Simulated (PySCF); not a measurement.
## C3H5FO2: core ionisation energies

Compound: C3H5FO2.
Z-matrix (Å and degrees, GFN2-xTB geometry), rows numbered from 1:
```
C 
O   1  1.4199
C   2  1.3588  1  113.62
O   3  1.4126  2  118.78  1   -77.59
C   4  1.3715  3   63.43  2  -108.11
F   5  1.3461  3  119.15  4  -105.57
H   1  1.0949  2  110.62  3   -59.69
H   1  1.0867  2  105.83  3  -178.81
H   1  1.0928  2  110.72  3    61.92
H   3  1.0936  2  115.89  1    62.74
H   5  1.0861  3  123.37  4   105.86
```

The calculation used delta-SCF UKS SCAN, pcX-2 on the ionised atom, pcseg-1 elsewhere, spin-free X2C in PySCF. Binding energies are ΔSCF values: E(core-ionised, relaxed orbitals) − E(ground state) at a fixed geometry, referred to the vacuum level.

**Question.** Give the core binding energies atom by atom.

**Answer.** 
```json
{"atom(s)": "F6", "bonded to": "C", "level": "F 1s", "binding energy (eV)": "693.06", "above the level's lowest (eV)": "0.00", "count": "1"}
{"atom(s)": "O2", "bonded to": "2 C", "level": "O 1s", "binding energy (eV)": "539.24", "above the level's lowest (eV)": "+0.06", "count": "1"}
{"atom(s)": "O4", "bonded to": "2 C", "level": "O 1s", "binding energy (eV)": "539.18", "above the level's lowest (eV)": "0.00", "count": "1"}
{"atom(s)": "C5", "bonded to": "F, O, C and H", "level": "C 1s", "binding energy (eV)": "294.82", "above the level's lowest (eV)": "+2.22", "count": "1"}
{"atom(s)": "C3", "bonded to": "2 O, C and H", "level": "C 1s", "binding energy (eV)": "294.02", "above the level's lowest (eV)": "+1.42", "count": "1"}
{"atom(s)": "C1", "bonded to": "O and 3 H", "level": "C 1s", "binding energy (eV)": "292.60", "above the level's lowest (eV)": "0.00", "count": "1"}
```

Lowest listed C 1s: C1, bonded to O and 3 H. Highest, 2.22 eV above it: C5, bonded to F, O, C and H. Summing the Pauling electronegativity differences to the bonded atoms, each weighted by its formal bond order, gives -0.16 for the lowest site and +1.97 for the highest; no listed site has a larger sum than the highest.

The 2 O 1s values lie within 0.06 eV of each other; Gaussian lines of 0.5 eV full width would blend them into one maximum.

**Question.** Which photon energy gives electrons from O 1s of O4 a kinetic energy of 100 eV, and what is their de Broglie wavelength?

**Answer.** hν = 539.18 + 100 = 639.18 eV, recoil neglected; λ = 12.264 Å/√(E/eV) = 1.23 Å.

One conformer (not necessarily the lowest) at the GFN2-xTB geometry, without solvent, vibrations or thermal averaging.

Time: 41 s wall; peak memory 0.50 GiB. Hardware: one thread of an Arm Neoverse V1, no GPU, shared host with 32 logical CPUs at a one-minute load of 19.
